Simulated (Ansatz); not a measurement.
**BSiN (triplet): the correlation ladder, def2-QZVPP**

One table from this session's results is given with a row withheld; the runs are named, their logs left out.

Method: def2-QZVPP, core rule «outside noble gas», up to 7 orbitals frozen; program: Ansatz 0.2.0, Gaussian basis.

To be run: UHF; ROHF; CCSD(T) on UHF.

2 further runs of the same task are left out: 2 set aside as unsound or not needed.

### The system

The geometry is a PBE0/def2-TZVP stationary point (not a proven minimum).

3 atoms, charge 0, spin multiplicity 3.

Atoms are counted from 1 here; the program's logs count them from 0.

Bond lengths: B1–Si2 1.862 Å, Si2–N3 1.606 Å. Angles: B1–Si2–N3 180.0°.

As a file:

```
B     0.0000    0.0000    1.7768
Si    0.0000    0.0000   -0.0855
N     0.0000    0.0000   -1.6913
```

The first run:

File in.yaml:

```yaml
crystal:
  periodic: [false, false, false]
  atoms:
    - {symbol: B, position_ang: [0.000000, 0.000000, 1.776800]}
    - {symbol: Si, position_ang: [0.000000, 0.000000, -0.085500]}
    - {symbol: N, position_ang: [0.000000, 0.000000, -1.691300]}
basis:
  gaussian: {orbitals: "def2-QZVPP.json"}
magnetization: {spin_polarized: true, initial_magnetization: 2}
hamiltonian: {xc: hf}
output: {orbitals: {seedname: orbitals}}
```

Started as:

```console
> ansatz run in.yaml --threads 1 --pin off --events-out ev --progress --plain --max-ram 2393MiB
```

Among the steps run: UHF; ROHF; CCSD(T) on UHF.

One of the session's tables, all rows but one given; the rest of the session is left out.

```
  method  from UCCSD(T) (meV)
    ROHF             +12004.3
    UMP2                    ?
   UCCSD               +917.6
UCCSD(T)                    0
```

Q: Estimate the row for UMP2 from the others.

**Answer.** from UCCSD(T) (meV): +1944.7. In the column «from UCCSD(T) (meV)» it lies between UCCSD (+917.6) and ROHF (+12004.3).

Left out of the table: UHF (another determinant or state than the rows shown).

Caveats from the session: The determinant is far from a pure spin state, so its energy mixes those of several spin states (harmless only where they are near-degenerate, as at dissociation). Warnings: spin contamination; coupled cluster took another determinant than the lowest.
